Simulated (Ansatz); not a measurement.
## Worked example: correlation energy of BSiHO⁺, quartet

Geometry: that of the BSiHO, triplet, kept fixed. The doublet lies 3.5 eV lower here.

```yaml
atoms:
  - { symbol: O, position_ang: [0.0000, -0.6768, 0.7851] }
  - { symbol: B, position_ang: [0.0000, 0.5672, 1.0991] }
  - { symbol: Si, position_ang: [0.0000, 0.1181, -0.9410] }
  - { symbol: H, position_ang: [0.0000, 1.3691, 1.9713] }
```

Basis cc-pVDZ; Ansatz 0.2.0. Only valence electrons are correlated (noble-gas cores frozen), which leaves 13 electrons in 44 orbitals. Prefix R: restricted or restricted open-shell reference; prefix U: unrestricted.

Full CI isn't at hand for all of this; UCCSDT(Q) serves as the reference, and is uncertain by the last step of the cluster series or more.

UCCSD has a T1 diagnostic of 0.026 and a largest doubles amplitude of 0.04.

Runs differ by some tens of microhartree through their thresholds and, for an open shell, their frozen cores, so steps under 0.03 kcal/mol mean nothing.

Here the R and U totals at CCSDT(Q) differ by 0.14 kcal/mol, a measure of how far such totals hang on the determinant and its frozen core.

```json
{"level": "UHF", "total energy (hartree)": "-388.677969"}
{"level": "UMP2", "total energy (hartree)": "-388.963417"}
{"level": "UCCSD", "total energy (hartree)": "-388.985162"}
{"level": "UCCSD(T)", "total energy (hartree)": "-388.996345"}
{"level": "UCCSDT", "total energy (hartree)": "-388.997547"}
{"level": "UCCSDT(Q)", "total energy (hartree)": "-388.998736"}
```

Question: What is the correlation energy at UCCSDT(Q), and what share of it do UMP2 and UCCSDT recover?

Answer: E(corr) = -388.998736 − (-388.677969) = -0.320767 hartree = -8.729 eV. UMP2: -0.285448 / -0.320767 = 88.99 %. UCCSDT: -0.319578 / -0.320767 = 99.63 %.

Question: By how many kcal/mol does UCCSD(T) miss UCCSDT(Q) (1 hartree = 627.509 kcal/mol), and which steps make up the rest?

Answer: -388.996345 − (-388.998736) = 0.002391 hartree = 1.50 kcal/mol. Steps: UCCSDT − UCCSD(T) = -0.75, UCCSDT(Q) − UCCSDT = -0.75 kcal/mol. Differences between like states or geometries often cancel part of this.
